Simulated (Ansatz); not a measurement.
in.yaml

```yaml
crystal:
  periodic: [false, false, false]
  atoms:
    - {symbol: C, position_ang: [0.000000, 0.084853, 2.448677]}
    - {symbol: C, position_ang: [0.000000, 0.209203, 1.177632]}
    - {symbol: Si, position_ang: [0.000000, -0.163354, -1.466248]}
    - {symbol: H, position_ang: [0.000000, 1.047733, -2.355481]}
basis:
  gaussian: {orbitals: cc-pVDZ}
magnetization: {spin_polarized: true, initial_magnetization: 1}
correlation: {method: ccsdt_q, electrons: outside_noble_gas}
```

```sh
$ ansatz run in.yaml --threads 1 --pin off --events-out ev --progress --plain --max-ram 2393MiB
```

Output:

```
940 factors; integrals over basis functions are off by at most 2.0e-7 eV
mean field evaluation 1: about -9922.2462 eV, gradient 2.5e1 eV
mean field evaluation 2: about -9922.2533 eV, gradient 2.5e1 eV
mean field evaluation 4: about -9928.4495 eV, gradient 6.9e0 eV
mean field evaluation 8: about -9930.2835 eV, gradient 1.6e0 eV
mean field evaluation 16: about -9930.8920 eV, gradient 1.3e0 eV
mean field evaluation 32: about -9931.0333 eV, gradient 3.0e-6 eV
mean field evaluation 64: about -9931.0333 eV, gradient 4.4e-4 eV
mean field evaluation 96: about -9930.0512 eV, gradient 2.2e0 eV
mean field evaluation 128: about -9930.8491 eV, gradient 7.2e-1 eV
mean field evaluation 160: about -9930.2354 eV, gradient 4.5e-3 eV
...
cycle  40  -9.27291737 eV  change   -3.8e-6 eV  update   4.5e-6
cycle  41  -9.27291870 eV  change   -1.3e-6 eV  update   3.8e-6
cycle  42  -9.27291902 eV  change   -3.3e-7 eV  update   3.4e-6
cycle  43  -9.27291948 eV  change   -4.6e-7 eV  update   3.0e-6
cycle  44  -9.27291994 eV  change   -4.6e-7 eV  update   2.8e-6
cycle   1  -9.27292061 eV  update   2.3e-6
cycle   2  -9.27292070 eV  change   -9.0e-8 eV  update   2.2e-6
cycle   3  -9.27292104 eV  change   -3.4e-7 eV  update   2.1e-6
cycle   4  -9.27292129 eV  change   -2.5e-7 eV  update   1.7e-6
cycle   5  -9.27292140 eV  change   -1.2e-7 eV  update   1.5e-6
perturbative correction -0.07328396 eV, -0.0026931358 hartree
Total energy: -9940.57096455 eV, -365.3092449862 hartree
```

Ran on 1 thread of Arm Neoverse V2, shared host: 5.6 min wall, 1.1 GiB peak host memory.
